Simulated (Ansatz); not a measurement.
`C[BH][AlH2]` + H₂ → `[BH2][AlH2]` + CH₄ at 600 K and 1 bar (hydrogenolysis of a B–C bond).

Program: Ansatz. Geometries: PBE0-D4/def2-TZVP. ΔE: electronic, gas phase. CCSD(T)/CBS adds triple-zeta CCSD(T) − MP2 to the extrapolated MP2 energy (def2 sets, frozen cores). This one scheme is used for every species.

| species | CCSD(T)/CBS energy (Eh) | H − E (kJ/mol) | S (J/(mol·K)) |
| --- | --- | --- | --- |
| `C[BH][AlH2]` | -308.41859 | 211.7 | 387.4 |
| H₂ | -1.17544 | 43.9 | 150.8 |
| `[BH2][AlH2]` | -269.14094 | 122.4 | 316.9 |
| CH₄ | -40.46206 | 140.4 | 215.7 |

H − E and S are ideal-gas, rigid-rotor, harmonic terms from PBE0-D4/def2-TZVP, for one conformer and one mirror image of each species. The MP2-based limit puts H₂ 0.8 mEh under its directly extrapolated value; such offsets cancel only in part. 1 Eh = 2625.50 kJ/mol, R = 8.31446 J/(mol·K).

By hand: ΔE, ΔH, ΔS and ΔG.

ΔE = (-269.14094) + (-40.46206) − (-308.41859) − (-1.17544) = -0.00897 Eh = -23.6 kJ/mol. Δ(H − E) = 122.4 + 140.4 − 211.7 − 43.9 = 7.2, so ΔH = -16.4 kJ/mol. ΔS = 316.9 + 215.7 − 387.4 − 150.8 = -5.6 J/(mol·K). ΔG = -16.4 − 600 × (-5.6)/1000 = -13.0 kJ/mol.

By hand: the equilibrium constant, and the temperature at which ΔG would vanish if ΔH and ΔS stayed fixed.

log₁₀ K = −ΔG/(RT ln 10) = 1.1. ΔG = 0 at ΔH/ΔS = 2929 K, far beyond where these terms or the molecules hold.

The number of gas molecules stays the same, so ΔS is small and ΔH decides. A doubt of 5 kJ/mol in ΔE shifts log₁₀ K by 0.4 here. Other conformers and mirror images would add mixing entropy, several J/(mol·K) or more a flexible species. These are equilibria of isolated gas molecules and say nothing of rates. Largest T1 diagnostic: 0.011 (customary marks: 0.02 for closed shells, 0.045 for open ones).
